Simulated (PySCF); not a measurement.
Ligands exchanged one at a time, Si F-Cl. All species are isolated molecules in the gas phase. Strings in code marks are SMILES.

The four lowest singlet excitations (Tamm–Dancoff). These are PySCF with ωB97X-D3(BJ)/def2-TZVP // PBE0-D3(BJ)/def2-TZVP values and carry that method's errors. Excitations are Tamm–Dancoff values on a coarser integration grid. The basis has no diffuse functions, so Rydberg states are missing or too high.

| state | energy (eV) | wavelength (nm) | oscillator strength |
|---|---|---|---|
| S1 | 8.45 | 147 | 0.000 |
| S2 | 8.78 | 141 | 0.031 |
| S3 | 8.78 | 141 | 0.031 |
| S4 | 9.31 | 133 | 0.000 |

### Question
Which member gives these states?
A. `F[Si](F)(Cl)Cl`
B. `Cl[Si](Cl)(Cl)Cl`
C. `F[Si](Cl)(Cl)Cl`

### Answer
C, `F[Si](Cl)(Cl)Cl`
